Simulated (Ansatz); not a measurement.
Relaxation of AlClFH (4 atoms, charge 0, multiplicity 1), to a largest force component of 0.02 eV/Å in at most 40 steps.

The calculation used Ansatz 0.2.0, RKS B3LYP-D4/def2-SVP.

```xyz
4
Properties=species:S:1:pos:R:3:forces:R:3
Al 0.000 0.000 0.000 0.77 0.00 -1.19
H 0.000 0.000 1.560 -0.03 0.00 0.00
Cl 1.931 0.000 -1.115 -1.63 0.00 0.82
F -1.464 0.000 -0.845 0.88 0.00 0.37
```

**Question.** Where does it end, and by what steps?

**Answer.** It converged. After 4 steps the energy has fallen by 0.158 eV; Cl3 moved furthest, 0.11 Å.

```
step  energy less start (eV)  largest force component (eV/Å)  accepted
   0                  0.0000                           1.628       yes
   1                 -0.1460                           0.588       yes
   2                 -0.1570                           0.256       yes
   3                 -0.1581                           0.036       yes
   4                 -0.1581                           0.002       yes
```

```xyz
4
Properties=species:S:1:pos:R:3
Al 0.036 0.000 -0.002
H -0.002 0.000 1.559
Cl 1.819 0.000 -1.096
F -1.386 0.000 -0.860
```

Whether the end is a true minimum wasn't checked by a vibrational analysis.

The run took 9.1 s on 1 thread of Arm Neoverse V1, on a shared host, peak memory 0.12 GiB.
